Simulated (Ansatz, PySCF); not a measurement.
This Ansatz (a program for electronic structure) input computes a CAM-B3LYP/def2-TZVPD energy:

Ansatz 0.2 input:
```yaml
crystal:
  periodic: [false, false, false]
  atoms:
    - {symbol: H, position_ang: [0.00176448, 0.04465142, 2.06832619]}
    - {symbol: N, position_ang: [0.00115828, 0.04699724, 1.06365633]}
    - {symbol: C, position_ang: [0.01248627, 1.17970021, 0.27461977]}
    - {symbol: C, position_ang: [-0.01104728, -1.07509778, 0.27835848]}
    - {symbol: C, position_ang: [0.00689995, 0.72175500, -1.00967507]}
    - {symbol: C, position_ang: [-0.00779897, -0.68423451, -1.04633232]}
    - {symbol: H, position_ang: [0.02307408, 2.16873903, 0.69529824]}
    - {symbol: H, position_ang: [-0.02106132, -2.06057777, 0.71251336]}
    - {symbol: H, position_ang: [-0.01512498, -1.33453082, -1.90355730]}
basis:
  gaussian:
    orbitals: def2-TZVPD
hamiltonian:
  xc: {name: CAM-B3LYP}
magnetization: {spin_polarized: true, initial_magnetization: 1}
output: {forces: true}
```

Q: Write an input for the same energy in PySCF and say what it gives.

A: 
```python
from pyscf import gto, scf, dft

mol = gto.M(
    atom='''
    H     0.00176448    0.04465142    2.06832619
    N     0.00115828    0.04699724    1.06365633
    C     0.01248627    1.17970021    0.27461977
    C    -0.01104728   -1.07509778    0.27835848
    C     0.00689995    0.72175500   -1.00967507
    C    -0.00779897   -0.68423451   -1.04633232
    H     0.02307408    2.16873903    0.69529824
    H    -0.02106132   -2.06057777    0.71251336
    H    -0.01512498   -1.33453082   -1.90355730
    ''',
    basis='def2-tzvpd',
    charge=0,
    spin=1,
    verbose=4,
)

mf = dft.UKS(mol, xc='camb3lyp').density_fit(auxbasis='def2-universal-jkfit')
mf.grids.level = 3
mf.conv_tol = 1e-9
mf.max_cycle = 100
mf.max_memory = 1500
mf.kernel()
if not mf.converged:
    mf = mf.newton()
    mf.kernel(mf.make_rdm1())
for _ in range(2):
    mo, _, stable, _ = mf.stability(return_status=True)
    if stable:
        break
    mf.kernel(mf.make_rdm1(mo, mf.mo_occ))
mf.analyze()
```
It gives -209.43974 Eh, and Ansatz -209.43970 Eh, a difference of 0.04 mEh, from the treatment of integrals and grids.

It need not be the lowest isomer of its formula.
